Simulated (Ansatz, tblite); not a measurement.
# (H3Si)2NH (Si2NH7): charged states by level of theory

Aim: the energy of removing and adding an electron for (H3Si)2NH (Si2NH7), by energy differences, and how well orbital energies stand in for it.

The runs use Ansatz 0.2.0, Gaussian basis; as each input shows.

Plan: charge +1 doublet, at the geometry of the singlet (PBE0-D4/def2-TZVP, PBE-D4/def2-TZVP, r2SCAN-D4/def2-TZVP, CCSD(T)/def2-TZVPP); charge -1 doublet, at the geometry of the singlet (PBE0-D4/def2-TZVPD, PBE-D4/def2-TZVPD, r2SCAN-D4/def2-TZVPD); the starting singlet's energies come from earlier runs.

### Step 1. The relaxed structure

The geometry is that of the singlet, from an earlier relaxation (B3LYP-D4/def2-TZVP).

10 atoms, charge 0, spin multiplicity 1.

Atoms are counted from 1 here; the program's logs count them from 0.

Bond lengths: Si1–H2 1.484 Å, Si1–H3 1.479 Å, Si1–H4 1.486 Å, Si1–N5 1.731 Å, N5–Si6 1.731 Å, N5–H10 1.012 Å, Si6–H7 1.484 Å, Si6–H8 1.479 Å, Si6–H9 1.486 Å. Angles: H2–Si1–H3 110.2°, H2–Si1–H4 107.2°, H2–Si1–N5 110.3°, H3–Si1–H4 108.7°, H3–Si1–N5 107.5°, H4–Si1–N5 113.0°, Si1–N5–Si6 129.2°, Si1–N5–H10 115.3°, Si6–N5–H10 115.3°, N5–Si6–H7 110.3°, N5–Si6–H8 107.5°, N5–Si6–H9 113.0°, H7–Si6–H8 110.2°, H7–Si6–H9 107.2°, H8–Si6–H9 108.7°.

### Step 2. Charge +1 doublet at the fixed geometry, first pass, PBE0-D4/def2-SVP

in.yaml reads:

```yaml
crystal:
  periodic: [false, false, false]
  atoms:
    - {symbol: Si, position_ang: [-0.480623, 1.018411, 1.091106]}
    - {symbol: H, position_ang: [0.373528, 2.052573, 1.725265]}
    - {symbol: H, position_ang: [-1.325934, 1.628381, 0.041934]}
    - {symbol: H, position_ang: [-1.362831, 0.466674, 2.151576]}
    - {symbol: N, position_ang: [0.500135, -0.189444, 0.332091]}
    - {symbol: Si, position_ang: [0.307364, -0.942880, -1.214529]}
    - {symbol: H, position_ang: [1.616263, -1.042120, -1.906012]}
    - {symbol: H, position_ang: [-0.624073, -0.107471, -2.003148]}
    - {symbol: H, position_ang: [-0.247361, -2.318219, -1.124671]}
    - {symbol: H, position_ang: [1.243522, -0.565895, 0.906407]}
basis:
  gaussian: {orbitals: def2-SVP}
total_charge: 1
magnetization: {spin_polarized: true, initial_magnetization: 1}
hamiltonian: {xc: pbe0, dispersion: d4}
output: {orbitals: {seedname: orbitals}}
```

Started as:

```bash
$ ansatz run in.yaml --threads 4 --pin off --events-out ev --progress --plain --max-ram 3916MiB
```

The program printed:

```text
Functional definition: PBE0
  name "PBE0"
  cite "Adamo & Barone, J. Chem. Phys. 110, 6158 (1999) doi:10.1063/1.478522"
  cite "Perdew, Burke & Ernzerhof, Phys. Rev. Lett. 77, 3865 (1996) doi:10.1103/PhysRevLett.77.3865"
  parent pbe
  parameter a = 0.25
  parameter kappa = 0.804
  parameter beta = 0.06672455060314922
  exchange = (1 - a)*pbe_x(kappa = kappa, mu = beta*pi^2/3) + a*exact_x
  correlation = pbe_c(beta = beta)
833 factors; integrals over basis functions are off by at most 1.1e-3 eV
mean field evaluation 1: about -17324.9323 eV, gradient 4.9e1 eV
mean field evaluation 2: about -17301.5514 eV, gradient 7.9e1 eV
mean field evaluation 4: about -17335.7326 eV, gradient 4.0e0 eV
mean field evaluation 8: about -17335.8840 eV, gradient 4.9e-1 eV
mean field evaluation 16: about -17335.8858 eV, gradient 2.1e-4 eV
mean field -17335.88576326 eV, -637.0820511144 hartree, gradient 7.0e-5 eV, S^2 0.758950; 0 other end points of the search recorded, 0 dependent functions left out
reference -17335.88578986 eV, -637.0820520920 hartree; 21, 20 occupied and 64, 65 virtual orbitals, 833 factors
Total energy: -17336.01928057 eV, -637.0869577850 hartree
```

It took 0.55 s on 4 threads of AMD EPYC 9R45, shared host.

From the report: HOMO -14.73 eV, LUMO -11.47 eV (over both spins); ⟨S²⟩ 0.759 (pure: 0.75).

### Step 3. Charge +1 doublet at the fixed geometry, PBE0-D4/def2-TZVP

start.molden holds the orbitals of an earlier run on this state, given as this run's starting guess.

in.yaml, as its differences from that of step 2:

```diff
@@ -14,3 +14,3 @@
 basis:
-  gaussian: {orbitals: def2-SVP}
+  gaussian: {orbitals: def2-TZVP, initial_orbitals: start.molden}
 total_charge: 1
@@ -18,2 +18,3 @@
 hamiltonian: {xc: pbe0, dispersion: d4}
+scf: {omitted_lower_state_checks: [starts]}
 output: {orbitals: {seedname: orbitals}}
```

The command is unchanged.

The program printed:

```text
Functional definition: PBE0
  name "PBE0"
  cite "Adamo & Barone, J. Chem. Phys. 110, 6158 (1999) doi:10.1063/1.478522"
  cite "Perdew, Burke & Ernzerhof, Phys. Rev. Lett. 77, 3865 (1996) doi:10.1103/PhysRevLett.77.3865"
  parent pbe
  parameter a = 0.25
  parameter kappa = 0.804
  parameter beta = 0.06672455060314922
  exchange = (1 - a)*pbe_x(kappa = kappa, mu = beta*pi^2/3) + a*exact_x
  correlation = pbe_c(beta = beta)
these checks for a lower state are left out or cut short: starts
999 factors; their error is unknown
mean field evaluation 1: about -17341.1828 eV, gradient 7.8e1 eV
mean field evaluation 2: about -17343.2170 eV, gradient 2.4e0 eV
mean field evaluation 4: about -17343.3126 eV, gradient 1.4e-1 eV
mean field evaluation 8: about -17343.3126 eV, gradient 9.3e-6 eV
mean field -17343.31264651 eV, -637.3549840395 hartree, gradient 9.3e-6 eV, S^2 0.759440; 0 other end points of the search recorded, 0 dependent functions left out
reference -17343.31268385 eV, -637.3549854120 hartree; 21, 20 occupied and 126, 127 virtual orbitals, 999 factors
Total energy: -17343.44617456 eV, -637.3598911050 hartree
Checks for a lower state left out: starts
```

It took 0.85 s on 4 threads of AMD EPYC 9R45, shared host.

HOMO -14.71 eV, LUMO -11.47 eV (over both spins); ⟨S²⟩ 0.759 (pure: 0.75).

### Step 4. Charge +1 doublet at the fixed geometry, PBE-D4/def2-TZVP

in.yaml, as its differences from that of step 3:

```diff
@@ -17,3 +17,3 @@
 magnetization: {spin_polarized: true, initial_magnetization: 1}
-hamiltonian: {xc: pbe0, dispersion: d4}
+hamiltonian: {xc: pbe, dispersion: d4}
 scf: {omitted_lower_state_checks: [starts]}
```

Launched as before.

The program printed:

```text
Functional definition: PBE
  name "PBE"
  cite "Perdew, Burke & Ernzerhof, Phys. Rev. Lett. 77, 3865 (1996) doi:10.1103/PhysRevLett.77.3865"
  parent pbe
  parameter kappa = 0.804
  parameter beta = 0.06672455060314922
  exchange = pbe_x(kappa = kappa, mu = beta*pi^2/3)
  correlation = pbe_c(beta = beta)
these checks for a lower state are left out or cut short: starts
967 factors; their error is unknown
mean field evaluation 1: about -17341.5320 eV, gradient 7.0e0 eV
mean field evaluation 2: about -17341.6611 eV, gradient 2.7e-1 eV
mean field evaluation 4: about -17341.6492 eV, gradient 5.6e-3 eV
mean field -17341.64921246 eV, -637.2938539658 hartree, gradient 4.8e-5 eV, S^2 0.754167; 0 other end points of the search recorded, 0 dependent functions left out
reference -17341.64926230 eV, -637.2938557976 hartree; 21, 20 occupied and 126, 127 virtual orbitals, 967 factors
Total energy: -17341.80794159 eV, -637.2996871537 hartree
Checks for a lower state left out: starts
```

Run time: 0.7 s. Hardware: 4 threads of AMD EPYC 9R45, shared host.

Report: HOMO -13.21 eV, LUMO -12.21 eV (over both spins); ⟨S²⟩ 0.754 (pure: 0.75).

### Step 5. Charge +1 doublet at the fixed geometry, r2SCAN-D4/def2-TZVP

in.yaml, as its differences from that of step 4:

```diff
@@ -17,3 +17,3 @@
 magnetization: {spin_polarized: true, initial_magnetization: 1}
-hamiltonian: {xc: pbe, dispersion: d4}
+hamiltonian: {xc: r2scan, dispersion: d4}
 scf: {omitted_lower_state_checks: [starts]}
```

The command is unchanged.

The program printed:

```text
Functional definition: r2SCAN
  name "r2SCAN"
  cite "Furness, Kaplan, Ning, Perdew & Sun, J. Phys. Chem. Lett. 11, 8208 (2020) doi:10.1021/acs.jpclett.0c02405"
  cite "Furness, Kaplan, Ning, Perdew & Sun, J. Phys. Chem. Lett. 11, 9248 (2020) doi:10.1021/acs.jpclett.0c03077"
  parent r2scan
  parameter k0 = 0.174
  parameter k1 = 0.065
  parameter a1 = 4.9479
  exchange = r2scan_x(k0 = k0, k1 = k1, a1 = a1)
  correlation = r2scan_c
these checks for a lower state are left out or cut short: starts
967 factors; their error is unknown
mean field evaluation 1: about -17349.6398 eV, gradient 4.7e0 eV
mean field evaluation 2: about -17349.6790 eV, gradient 7.5e-2 eV
mean field evaluation 4: about -17349.6626 eV, gradient 1.2e-3 eV
mean field -17349.66257384 eV, -637.5883395650 hartree, gradient 2.4e-5 eV, S^2 0.760563; 0 other end points of the search recorded, 0 dependent functions left out
reference -17349.66259123 eV, -637.5883402040 hartree; 21, 20 occupied and 126, 127 virtual orbitals, 967 factors
Total energy: -17349.69972686 eV, -637.5897049131 hartree
Checks for a lower state left out: starts
```

Run time: 1.2 s. Hardware: 4 threads of AMD EPYC 9R45, shared host.

HOMO -13.72 eV, LUMO -12.10 eV (over both spins); ⟨S²⟩ 0.761 (pure: 0.75).

### Step 6. Charge +1 doublet at the fixed geometry, CCSD(T)/def2-TZVPP

in.yaml, as its differences from that of step 5:

```diff
@@ -14,7 +14,7 @@
 basis:
-  gaussian: {orbitals: def2-TZVP, initial_orbitals: start.molden}
+  gaussian: {orbitals: def2-TZVPP, initial_orbitals: start.molden}
 total_charge: 1
 magnetization: {spin_polarized: true, initial_magnetization: 1}
-hamiltonian: {xc: r2scan, dispersion: d4}
-scf: {omitted_lower_state_checks: [starts]}
+correlation: {method: ccsd_t}
+scf: {omitted_lower_state_checks: [starts, cluster_reference]}
 output: {orbitals: {seedname: orbitals}}
```

Same command.

The program printed, cut to the lines that bear on the results:

```text
Functional definition: HF
  name "HF"
  cite "Fock, Z. Phys. 61, 126 (1930) doi:10.1007/BF01340294"
  parent pbe
[...]
1202 factors; integrals over basis functions are off by at most 7.8e-4 eV
[...]
mean field -17310.93807745 eV, -636.1652405709 hartree, gradient 2.0e-6 eV, S^2 0.764689; 0 other end points of the search recorded, 0 dependent functions left out
11 core orbitals not correlated: weight in the atoms' cores, before any rotation towards them, 1.000 or more for the frozen orbitals, at most 0.000 for the correlated occupied ones
reference -17310.93807745 eV, -636.1652405709 hartree; 10, 9 occupied and 192, 193 virtual orbitals, 1202 factors
second order -11.36106031 eV of doubles, -0.00000000 eV of singles
cycle   1  -12.47931919 eV  change    -1.1e0 eV  update   9.7e-2
[...]
cycle  12  -13.07421877 eV  change    1.5e-6 eV  update   1.8e-5
perturbative correction -0.41992905 eV, -0.0154321079 hartree
Total energy: -17324.43222526 eV, -636.6611413564 hartree
Checks for a lower state left out: starts, cluster_reference
```

Wall time 2.4 min (4 threads of AMD EPYC 9R45, shared host); peak memory 2.7 GiB.

Hartree-Fock HOMO -18.00 eV, LUMO -6.68 eV (over both spins); ⟨S²⟩ 0.765 (pure: 0.75); T1 0.032.

### Step 7. Vertical ionisation energy

Charged state less starting state, singlet to doublet; the starting state's energies are those of its earlier runs.

```csv
method,vertical ionisation energy (eV),from CCSD(T)/def2-TZVPP (eV),time
HF/def2-TZVPP,8.65,-1.15,
PBE-D4/def2-TZVP,9.26,-0.54,1.1 s
r2SCAN-D4/def2-TZVP,9.35,-0.45,1.9 s
PBE0-D4/def2-TZVP,9.52,-0.28,1.5 s
MP2/def2-TZVPP,10.13,+0.33,
CCSD/def2-TZVPP,9.75,-0.05,
CCSD(T)/def2-TZVPP,9.80,0,2.5 min
```

Times add the two runs; a level without a time comes out of a correlated run.

Beside −ε(HOMO) of the starting state:

```csv
level,−ε(HOMO) (eV),by difference (eV),mismatch (eV)
PBE-D4/def2-TZVP,6.17,9.26,-3.09
r2SCAN-D4/def2-TZVP,6.47,9.35,-2.88
PBE0-D4/def2-TZVP,7.50,9.52,-2.02
```

### Step 8. Charge -1 doublet at the fixed geometry, first pass, PBE0-D4/def2-SVP

in.yaml, as its differences from that of step 6:

```diff
@@ -14,7 +14,6 @@
 basis:
-  gaussian: {orbitals: def2-TZVPP, initial_orbitals: start.molden}
-total_charge: 1
+  gaussian: {orbitals: def2-SVP}
+total_charge: -1
 magnetization: {spin_polarized: true, initial_magnetization: 1}
-correlation: {method: ccsd_t}
-scf: {omitted_lower_state_checks: [starts, cluster_reference]}
+hamiltonian: {xc: pbe0, dispersion: d4}
 output: {orbitals: {seedname: orbitals}}
```

Same command.

The program printed:

```text
Functional definition: PBE0
  name "PBE0"
  cite "Adamo & Barone, J. Chem. Phys. 110, 6158 (1999) doi:10.1063/1.478522"
  cite "Perdew, Burke & Ernzerhof, Phys. Rev. Lett. 77, 3865 (1996) doi:10.1103/PhysRevLett.77.3865"
  parent pbe
  parameter a = 0.25
  parameter kappa = 0.804
  parameter beta = 0.06672455060314922
  exchange = (1 - a)*pbe_x(kappa = kappa, mu = beta*pi^2/3) + a*exact_x
  correlation = pbe_c(beta = beta)
834 factors; integrals over basis functions are off by at most 1.1e-3 eV
mean field evaluation 1: about -17341.8845 eV, gradient 1.7e1 eV
mean field evaluation 2: about -17341.1215 eV, gradient 2.2e1 eV
mean field evaluation 4: about -17343.2013 eV, gradient 3.4e-1 eV
mean field evaluation 8: about -17343.2516 eV, gradient 4.4e-2 eV
mean field evaluation 16: about -17343.2517 eV, gradient 1.5e-4 eV
mean field -17343.25165884 eV, -637.3527427841 hartree, gradient 5.7e-5 eV, S^2 0.752868; 2 other end points of the search recorded, 0 dependent functions left out
reference -17343.25169141 eV, -637.3527439812 hartree; 22, 21 occupied and 63, 64 virtual orbitals, 834 factors
Total energy: -17343.46002748 eV, -637.3604001904 hartree
```

Wall time 0.6 s (4 threads of AMD EPYC 9R45, shared host).

HOMO 3.69 eV, LUMO 5.66 eV (over both spins); ⟨S²⟩ 0.753 (pure: 0.75). Doubts: highest occupied level lies above zero.

### Step 9. Charge -1 doublet at the fixed geometry, PBE0-D4/def2-TZVPD

in.yaml, as its differences from that of step 8:

```diff
@@ -14,3 +14,3 @@
 basis:
-  gaussian: {orbitals: def2-SVP}
+  gaussian: {orbitals: def2-TZVPD, initial_orbitals: start.molden}
 total_charge: -1
@@ -18,2 +18,3 @@
 hamiltonian: {xc: pbe0, dispersion: d4}
+scf: {omitted_lower_state_checks: [starts]}
 output: {orbitals: {seedname: orbitals}}
```

Same command.

The program printed, cut to the lines that bear on the results:

```text
Functional definition: PBE0
  name "PBE0"
  cite "Adamo & Barone, J. Chem. Phys. 110, 6158 (1999) doi:10.1063/1.478522"
  cite "Perdew, Burke & Ernzerhof, Phys. Rev. Lett. 77, 3865 (1996) doi:10.1103/PhysRevLett.77.3865"
  parent pbe
[...]
1128 factors; their error is unknown
[...]
mean field -17351.81647526 eV, -637.6674939820 hartree, gradient 5.2e-6 eV, S^2 0.751202; 0 other end points of the search recorded, 0 dependent functions left out
reference -17351.81652742 eV, -637.6674958990 hartree; 22, 21 occupied and 164, 165 virtual orbitals, 1128 factors
Total energy: -17352.02486348 eV, -637.6751521082 hartree
Checks for a lower state left out: starts
```

It took 2.8 s on 4 threads of AMD EPYC 9R45, shared host; peak memory 0.71 GiB.

HOMO 2.29 eV, LUMO 3.41 eV (over both spins); ⟨S²⟩ 0.751 (pure: 0.75). Doubts: highest occupied level lies above zero.

### Step 10. Charge -1 doublet at the fixed geometry, PBE-D4/def2-TZVPD

in.yaml, as its differences from that of step 9:

```diff
@@ -17,3 +17,3 @@
 magnetization: {spin_polarized: true, initial_magnetization: 1}
-hamiltonian: {xc: pbe0, dispersion: d4}
+hamiltonian: {xc: pbe, dispersion: d4}
 scf: {omitted_lower_state_checks: [starts]}
```

The command is unchanged.

The program printed:

```text
Functional definition: PBE
  name "PBE"
  cite "Perdew, Burke & Ernzerhof, Phys. Rev. Lett. 77, 3865 (1996) doi:10.1103/PhysRevLett.77.3865"
  parent pbe
  parameter kappa = 0.804
  parameter beta = 0.06672455060314922
  exchange = pbe_x(kappa = kappa, mu = beta*pi^2/3)
  correlation = pbe_c(beta = beta)
these checks for a lower state are left out or cut short: starts
1086 factors; their error is unknown
mean field evaluation 1: about -17349.9938 eV, gradient 7.0e0 eV
mean field evaluation 2: about -17350.0844 eV, gradient 1.2e-1 eV
mean field evaluation 4: about -17350.0738 eV, gradient 1.2e-1 eV
mean field evaluation 8: about -17350.0760 eV, gradient 3.8e-2 eV
mean field evaluation 16: about -17350.0761 eV, gradient 1.4e-5 eV
mean field -17350.07606952 eV, -637.6035352508 hartree, gradient 5.1e-6 eV, S^2 0.751068; 0 other end points of the search recorded, 0 dependent functions left out
reference -17350.07613623 eV, -637.6035377024 hartree; 22, 21 occupied and 164, 165 virtual orbitals, 1086 factors
Total energy: -17350.32328857 eV, -637.6126203835 hartree
Checks for a lower state left out: starts
```

It took 2.5 s on 4 threads of AMD EPYC 9R45, shared host.

HOMO 2.64 eV, LUMO 2.88 eV (over both spins); ⟨S²⟩ 0.751 (pure: 0.75). Doubts: highest occupied level lies above zero.

### Step 11. Charge -1 doublet at the fixed geometry, r2SCAN-D4/def2-TZVPD

in.yaml, as its differences from that of step 10:

```diff
@@ -17,3 +17,3 @@
 magnetization: {spin_polarized: true, initial_magnetization: 1}
-hamiltonian: {xc: pbe, dispersion: d4}
+hamiltonian: {xc: r2scan, dispersion: d4}
 scf: {omitted_lower_state_checks: [starts]}
```

Launched as before.

The program printed, cut to the lines that bear on the results:

```text
Functional definition: r2SCAN
  name "r2SCAN"
  cite "Furness, Kaplan, Ning, Perdew & Sun, J. Phys. Chem. Lett. 11, 8208 (2020) doi:10.1021/acs.jpclett.0c02405"
  cite "Furness, Kaplan, Ning, Perdew & Sun, J. Phys. Chem. Lett. 11, 9248 (2020) doi:10.1021/acs.jpclett.0c03077"
  parent r2scan
[...]
1086 factors; their error is unknown
[...]
mean field -17358.05653651 eV, -637.8968120033 hartree, gradient 5.5e-6 eV, S^2 0.752870; 0 other end points of the search recorded, 0 dependent functions left out
reference -17358.05656167 eV, -637.8968129282 hartree; 22, 21 occupied and 164, 165 virtual orbitals, 1086 factors
Total energy: -17358.11755265 eV, -637.8990543051 hartree
Checks for a lower state left out: starts
```

It took 3.9 s on 4 threads of AMD EPYC 9R45, shared host.

Report: HOMO 2.67 eV, LUMO 3.41 eV (over both spins); ⟨S²⟩ 0.753 (pure: 0.75). Doubts: highest occupied level lies above zero.

### Step 12. Vertical electron affinity

Starting state less charged state (positive: the electron is bound), singlet to doublet; the starting state's energies are those of its earlier runs.

```csv
level,vertical electron affinity (eV),time
PBE-D4/def2-TZVPD,-0.78,3 s
r2SCAN-D4/def2-TZVPD,-0.96,4.8 s
PBE0-D4/def2-TZVPD,-0.97,3.5 s
```

Times add the two runs; a level without a time comes out of a correlated run.

Beside −ε(LUMO) of the starting state:

```csv
level,−ε(LUMO) (eV),by difference (eV),mismatch (eV)
PBE-D4/def2-TZVPD,1.07,-0.78,+1.85
r2SCAN-D4/def2-TZVPD,0.58,-0.96,+1.54
PBE0-D4/def2-TZVPD,0.28,-0.97,+1.25
```

### Step 13. Outcome

```
                                             quantity                                 value
 vertical ionisation energy, functionals in def2-TZVP    9.26 (PBE-D4) to 9.52 eV (PBE0-D4)
       vertical ionisation energy, CCSD(T)/def2-TZVPP                               9.80 eV
vertical electron affinity, functionals in def2-TZVPD  -0.97 (PBE0-D4) to -0.78 eV (PBE-D4)
```

In words: The vertical ionisation energy spans 9.26 to 9.52 eV over the functionals, beside 9.80 eV from CCSD(T)/def2-TZVPP. −ε(HOMO) misses the level's own difference by -2.02 eV at best (PBE0-D4) and -3.09 eV at worst (PBE-D4). The reference is CCSD(T) in one finite basis, so it carries an error of its own, often a tenth of an eV or more, and near misses can't be ranked. The vertical electron affinity spans -0.97 to -0.78 eV over the functionals. A negative affinity means an unbound electron, held by the basis alone. −ε(LUMO) misses the level's own difference by +1.25 eV at best (PBE0-D4) and +1.85 eV at worst (PBE-D4).
